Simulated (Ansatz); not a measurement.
**Si2BH5: functionals against CCSD(T) at one geometry**

The task here is to estimate one member of a computed series from the others.

The runs use Ansatz 0.2.0, Gaussian basis; single points in def2-TZVPP.

Cores are frozen in the correlated methods.

## Starting geometry

SMILES `[SiH2]=B[SiH3]`, 8 atoms, charge 0, spin multiplicity 1.

Atoms are counted from 1 here; the program's logs count them from 0.

Bond lengths: Si1–B2 1.919 Å, Si1–H4 1.534 Å, Si1–H5 1.527 Å, B2–Si3 1.921 Å, Si3–H6 1.583 Å, Si3–H7 1.511 Å, Si3–H8 1.520 Å. Angles: B2–Si1–H4 92.1°, B2–Si1–H5 117.4°, H4–Si1–H5 119.1°, Si1–B2–Si3 172.4°, B2–Si3–H6 121.9°, B2–Si3–H7 104.0°, B2–Si3–H8 81.7°, H6–Si3–H7 115.1°, H6–Si3–H8 113.6°, H7–Si3–H8 116.4°.

Coordinates:

```xyz
8
BH5Si2
Si   -0.8856    1.3958   -1.3925
B    -0.0195    0.1875   -0.1795
Si    0.6381   -1.1677    1.0129
H    -2.1878    1.3636   -0.5828
H    -0.2063    2.7387   -1.6512
H     0.6740   -2.6965    0.6030
H    -0.0567   -0.8720    2.3218
H     1.9483   -0.4389    0.7637
```

Set-up of the first run:

Input file run/in.yaml:

```yaml
crystal:
  periodic: [false, false, false]
  atoms:
    - {symbol: Si, position_ang: [-0.885587, 1.395833, -1.392452]}
    - {symbol: B, position_ang: [-0.019539, 0.187508, -0.179513]}
    - {symbol: Si, position_ang: [0.638085, -1.167667, 1.012929]}
    - {symbol: H, position_ang: [-2.187802, 1.363599, -0.582766]}
    - {symbol: H, position_ang: [-0.206334, 2.738682, -1.651207]}
    - {symbol: H, position_ang: [0.673964, -2.696492, 0.603032]}
    - {symbol: H, position_ang: [-0.056731, -0.872018, 2.321846]}
    - {symbol: H, position_ang: [1.948325, -0.438895, 0.763692]}
basis:
  gaussian: {orbitals: def2-TZVPP}
hamiltonian: {xc: pbe, dispersion: d4}
output: {forces: true}
```

Command:

```
ansatz run in.yaml --threads 2 --pin off --events-out ev --progress --plain --max-ram 3481MiB
```

Steps of the session up to this table: PBE-D4/def2-TZVPP; r2SCAN-D4/def2-TZVPP; PBE0-D4/def2-TZVPP; wB97M-V/def2-TZVPP; CCSD(T)/def2-TZVPP.

One of the session's tables, all rows but one given; the rest of the session is left out.

```
   method  RMS force component (eV/Å)  angle to CCSD(T) forces (°)  dipole (D)
   PBE-D4                       0.579                         12.9        1.32
r2SCAN-D4                       0.646                          8.4        1.38
  PBE0-D4                       0.677                          8.6        1.43
  wB97M-V                           ?                            ?           ?
  CCSD(T)                       0.666                    reference        1.24
```

Estimate the missing values for wB97M-V.

The run gave: RMS force component (eV/Å): 0.771; angle to CCSD(T) forces (°): 8.3; dipole (D): 1.49. In the column «RMS force component (eV/Å)» it is the highest.

Caveats from the session: CCSD(T) in triple zeta still lacks some correlation energy of the bonds, so part of these gaps is its own basis error and they don't rank the functionals.
